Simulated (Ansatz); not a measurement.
The first iterations of a band of BFH₂ (4 atoms, charge 0, multiplicity 1).

Theory: Ansatz, RKS PBE0-D4/def2-SVP.

```yaml
movable_images: 5
climbing_image: yes
spring: 0.5 eV/Å²
optimiser: quadratic models (default)
start_path: through a guess of the saddle point
force_threshold: 0.05 eV/Å
iteration_limit: 60
end_points: relaxed
```

First end point:

```xyz
4
Properties=species:S:1:pos:R:3
B 0.316 0.000 0.182
H 0.269 0.000 1.391
H 1.339 0.000 -0.462
F -0.824 0.000 -0.476
```

Last end point:

```xyz
4
Properties=species:S:1:pos:R:3
B -0.602 0.000 -1.389
H 1.290 0.000 1.494
H 1.785 0.000 0.917
F -1.373 0.000 -0.388
```

| iteration | highest image above the first end (eV) | largest band force component (eV/Å) |
| --- | --- | --- |
| 1 | 6.888 | 36.285 |
| 2 | 5.668 | 3.304 |
| 3 | 4.344 | 1.655 |
| 4 | 4.203 | 1.459 |

Problem. Does the band converge within its limit, and where does its top end?

Solution. The run converged. It ended after 13 iterations with the highest image 4.206 eV above the first end. Neighbouring images differ by up to 2.7 eV, so the band resolves the path poorly. Another band between the same ends (5 images) ends at a top of the same energy, where a vibrational analysis finds 1 clearly imaginary mode. The orbitals stay closed-shell, which can raise the energy where a bond breaks towards radicals; this wasn't checked here.

Run time: 18 s on 1 thread of Intel(R) Xeon(R) 6975P-C (Granite Rapids) (shared host), peak memory 0.1 GiB.
